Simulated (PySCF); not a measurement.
# Working with the constants of MgS

RHF-CCSD(T) constants of MgS, ¹Σ⁺ (singlet), closed shell (PySCF, no relativity, basis sets Mg pcseg-2, S pcseg-2; masses 23.9850 and 31.9721 u):

| Item | Value |
| --- | --- |
| ωe | 529.6 cm⁻¹ |
| ωexe | 2.59 cm⁻¹ |
| Be | 0.26366 cm⁻¹ |
| αe | 0.00163 cm⁻¹ |
| D (centrifugal) | 2.61e-07 cm⁻¹ |
| De to Mg + S | 1.77 eV |

Question: Give the vibrational terms G(v) and spacings up to v = 6.

Answer: G(v) = ωe(v+½) − ωexe(v+½)².

```
v  G(v) (cm⁻¹)  G(v) − G(v−1)  Bv (cm⁻¹)
0        264.2                    0.2628
1        788.6          524.4     0.2612
2       1307.8          519.2     0.2596
3       1821.9          514.1     0.2580
4       2330.8          508.9     0.2563
5       2834.5          503.7     0.2547
6       3333.0          498.5     0.2531
```

A state of this spin cannot dissociate to the ground-state fragments, so its own limit lies higher than the one that De refers to.

Correlated steps freeze 6 core orbitals. Where the molecule has an RHF reference, its open-shell atoms are computed with UHF. The CCSD T1 diagnostic is raised, a sign that a single reference may not be enough here.
